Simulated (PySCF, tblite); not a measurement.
# C₄H₉S radical: geometry, infrared bands and EPR parameters

Wanted: the infrared bands and EPR parameters of C₄H₉S radical (`CS[C](C)C`), by calculation.

Computed with tblite 0.8.0 and PySCF 2.14.0, with density-fitted response routines of our own, on a single molecule in the gas phase. Atoms count from 0, in the outputs and in this text.

### 1 Starting geometry

14 atoms, charge 0, multiplicity 2; geometry from: force field or distance geometry start.

Bonds of the start (Å): C0–S1 1.81, S1–C2 1.76, C2–C3 1.51, C2–C4 1.50, C0–H5 1.10, C0–H6 1.13, C0–H7 1.11, C3–H8 1.09, C3–H9 1.12, C3–H10 1.11, C4–H11 1.13, C4–H12 1.11, C4–H13 1.10.

### 2 Geometry optimisation with GFN2-xTB

Job settings and geometry (Å):

```
{"job": {"kind": "relax", "xc": "GFN2-xTB", "basis": "xTB"}, "charge": 0, "multiplicity": 2}
C      2.328900    -0.242600     0.303400
S      0.840100    -1.170300     0.740000
C     -0.645400    -0.233300     0.784300
C     -0.526900     1.225900     0.430000
C     -1.856400    -0.908200     0.198700
H      2.536700     0.534800     1.046800
H      2.266500     0.172200    -0.743900
H      3.194700    -0.944000     0.334700
H      0.461000     1.514900     0.061700
H     -0.791200     1.821600     1.335900
H     -1.291800     1.424700    -0.344700
H     -2.089400    -0.430600    -0.804000
H     -1.701400    -2.001500     0.057300
H     -2.726200    -0.763900     0.857800
```

Launch:

```console
> OMP_NUM_THREADS=1 python probes_run.py task.json out
```

The driver reads the jobs from task.json and runs them one after another.

**Question.** This job is followed by: GFN2-xTB harmonic vibrations, gas phase; UKS B3LYP, pcH-1 on C H S, non-relativistic, mean-field spin-orbit, GIAO. Predict these results of the whole session: strongest single infrared mode (GFN2-xTB); zero-point energy (GFN2-xTB); g(iso) (B3LYP); ⟨S²⟩; largest a(iso) (averaged by class); potential on the surface of density 0.002 e/bohr³, 1st and 99th percentile.

As calculated:

```
                                                                  quantity                 value
                                 strongest single infrared mode (GFN2-xTB)  1203 cm⁻¹, 63 km/mol
                                              zero-point energy (GFN2-xTB)         73.0 kcal/mol
                                                            g(iso) (B3LYP)               2.00385
                                                                      ⟨S²⟩    0.755 (exact 0.75)
                                        largest a(iso) (averaged by class)  13C on C2, 130.6 MHz
potential on the surface of density 0.002 e/bohr³, 1st and 99th percentile    -0.92 V and 0.84 V
```

**Reading.** Over 63 steps the energy fell by 0.458 eV; of the close pairs, C0–H6 changed most, 1.128 to 1.085 Å. No mode is imaginary among the 36: a minimum at this level. The strongest single mode, at 1203 cm⁻¹, is spread over many atoms; the largest shares are those of C2. Unscaled tight-binding wavenumbers are off by several per cent, some by more. Its intensities can rank the bands wrongly. C2 carries the largest spin population, 0.82 e. The isotropic g lies 1.5 ppt above the free-electron value. These values are for one conformer; the search (at its own cheap level) found 1 more, at 0.10 kcal/mol, and measured spectra average over such forms.
